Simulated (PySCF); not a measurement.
C6H7 (doublet state).
Geometry (GFN2-xTB, Å), atoms numbered from 1 in this order:
```xyz
13
C6H7 angstrom
C     -0.9047   -1.3057    0.8748
C     -0.2503   -0.0091    0.8289
C     -1.0646    1.1389    0.2351
C     -0.2560    1.3177   -0.8168
C      0.6445    0.2441   -0.4228
C      1.7168   -0.3550   -0.9044
H     -0.7373   -1.9933    1.6806
H     -1.5204   -1.6190    0.0533
H      0.2558    0.2321    1.7657
H     -1.9898    1.5744    0.5637
H     -0.2491    1.9936   -1.6525
H      2.1806   -1.1818   -0.3940
H      2.1700   -0.0365   -1.8292
```

The hyperfine couplings belong to this conformer and change with its torsions.

As a line formula: `[CH2][C@@H]1C=CC1=C` [radical].

Level of theory: UKS B3LYP, pcH-1 on C H, non-relativistic, mean-field spin-orbit, GIAO in PySCF. One conformer (not necessarily the lowest) at the GFN2-xTB geometry, without solvent, vibrations or thermal averaging. The geometry wasn't refined by DFT: couplings that depend on bond lengths, twists or pyramidal angles can differ widely from those at the functional's own minimum. No stability test was run, so a lower SCF solution isn't excluded.

(1) Break the g tensor into its mass correction, gauge correction and orbital-Zeeman/spin–orbit terms.

(2) What are the electron Larmor frequencies g μB B/h along the three axes at 3350 mT?

(3) How much does each term add to the isotropic shift?

(4) What effective moment and Curie constant follow for a powder?

(5) In a frozen sample, at which fields do the three g values resonate at 9.5, 34, 94 and 263 GHz (hyperfine left aside), and which band first spreads them over more than twice a line width of 1.0 mT?

Results:

(1) 
| Δg (ppm) | 1 | 2 | 3 |
| --- | --- | --- | --- |
| relativistic mass correction | -146 | -146 | -146 |
| gauge correction | 10 | 37 | 24 |
| orbital Zeeman/spin–orbit | -79 | 538 | 600 |
| total | -214 | 429 | 478 |

So g = 2.00211, 2.00275, 2.00280 and g_iso = 2.00255; the tensor is close to axial: the two nearest values differ by 7 % of g3 − g1. Axes: g2 points within 11° of the C1–C2 bond.

(2) 93.8735, 93.9037, 93.9060 GHz for g1, g2 and g3, a range of 32.5 MHz.

(3) The orbital-Zeeman/spin–orbit term 353, the mass correction -146 and the gauge correction 24 ppm, for a total of 231 ppm. The orbital-Zeeman/spin–orbit term is the largest in size. The mass correction is the same along every axis, so the anisotropy comes from the other two: their spans along these axes are 27 (gauge) and 679 ppm (orbital Zeeman/spin–orbit).

(4) With the mean of g² = 4.0102 and S(S+1) = 0.75: μ_eff = √(⟨g²⟩S(S+1)) = 1.734 μB and χT = 0.12505·⟨g²⟩·S(S+1) = 0.376 cm³ K/mol (cgs; spin-Hamiltonian part alone).

(5) 
```json
{"band": "X", "GHz": "9.5", "B(g3) mT": "338.90", "B(g2) mT": "338.91", "B(g1) mT": "339.02", "spread mT": "0.12"}
{"band": "Q", "GHz": "34.0", "B(g3) mT": "1212.92", "B(g2) mT": "1212.94", "B(g1) mT": "1213.33", "spread mT": "0.42"}
{"band": "W", "GHz": "94.0", "B(g3) mT": "3353.35", "B(g2) mT": "3353.44", "B(g1) mT": "3354.51", "spread mT": "1.16"}
{"band": "J", "GHz": "263.0", "B(g3) mT": "9382.25", "B(g2) mT": "9382.48", "B(g1) mT": "9385.50", "spread mT": "3.24"}
```

The spread grows in proportion to the frequency. J band is the first where it exceeds 2.0 mT.

The Mulliken spin populations are largest on C1 (+1.04) and C2 (-0.09). No atom but C1 exceeds +0.15. The positive populations add up to 1.18 and the negative ones to -0.18, together 2S = 1. The angles at C1 add up to 359.9°, so it is planar; its axial dipolar tensor and the negative couplings of its protons fit spin in a p orbital normal to that plane.

The HOMO–LUMO gaps are 4.69 eV among the α and 4.70 eV among the β orbitals.
